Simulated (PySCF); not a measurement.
Which basis set comes closest?

Molecule: SMILES C, CH4.

Geometry:
| atom | x (Å) | y (Å) | z (Å) |
| --- | --- | --- | --- |
| C1 | 0.000 | 0.000 | 0.000 |
| H2 | -0.716 | -0.286 | -0.782 |
| H3 | 0.118 | 1.092 | 0.007 |
| H4 | -0.372 | -0.335 | 0.977 |
| H5 | 0.971 | -0.471 | -0.203 |

Geometry PBE0-D3(BJ)/def2-SVP throughout; GIAO in PySCF 2.14.0 with density-fitted response routines, gas phase, one conformer, non-relativistic; equivalent atoms averaged; functional PBE0.

Reference values (CCSD(T)/pcSseg-4; gas (isolated, no vibration); G. L. Stoychev, PhD thesis, Univ. Bonn 2021 (Stoychev, Auer, Izsak, Neese, JCTC 2018, 14, 619)): σ(H2/H3/H4/H5) = 31.39 ppm, σ(C1) = 199.4 ppm.

How do the basis sets STO-3G, 6-31G, pcSseg-0, 6-31G*, def2-SVP, cc-pVDZ, pcSseg-1, 6-311+G(2d,p), def2-TZVP, aug-cc-pVDZ, IGLO-III, cc-pVTZ, pcSseg-2, pcSseg-3 perform against the reference? Times are CPU seconds on shared hosts with different chips, so compare them loosely.

Results:


| basis set | functions | H2/H3/H4/H5 | C1 | abs. error H | abs. error C | core-s |
| --- | --- | --- | --- | --- | --- | --- |
| STO-3G | 9 | 32.06 | 225.3 | 0.67 | 25.9 | 0.3 |
| 6-31G | 17 | 32.14 | 200.9 | 0.75 | 1.5 | 0.7 |
| pcSseg-0 | 17 | 32.27 | 193.7 | 0.88 | 5.7 | 1.2 |
| 6-31G* | 22 | 31.68 | 196.3 | 0.29 | 3.1 | 0.7 |
| def2-SVP | 34 | 31.11 | 197.2 | 0.28 | 2.2 | 0.8 |
| cc-pVDZ | 34 | 31.06 | 200.3 | 0.33 | 0.9 | 1.7 |
| pcSseg-1 | 37 | 30.95 | 188.8 | 0.44 | 10.6 | 1.5 |
| 6-311+G(2d,p) | 51 | 31.34 | 192.2 | 0.05 | 7.2 | 1 |
| def2-TZVP | 55 | 31.30 | 192.2 | 0.09 | 7.2 | 1.1 |
| aug-cc-pVDZ | 59 | 31.17 | 199.8 | 0.22 | 0.4 | 2.3 |
| IGLO-III | 75 | 31.20 | 189.8 | 0.19 | 9.6 | 2.7 |
| cc-pVTZ | 86 | 31.09 | 192.7 | 0.30 | 6.7 | 3.2 |
| pcSseg-2 | 92 | 31.03 | 189.7 | 0.36 | 9.7 | 1.2 |
| pcSseg-3 | 204 | 31.00 | 189.3 | 0.39 | 10.1 | 11 |

For 1H the closest is 6-311+G(2d,p) (0.05 ppm) and the furthest pcSseg-0 (0.88 ppm).

For 13C the closest is aug-cc-pVDZ (0.4 ppm) and the furthest STO-3G (25.9 ppm). Where a smaller basis beats a larger one, errors probably cancel; the largest sets show where the functional converges. One molecule is a small sample, and the reference may use another geometry.

A small basis that lands close on one nucleus may do so by chance; judge by the trend and by all nuclei.
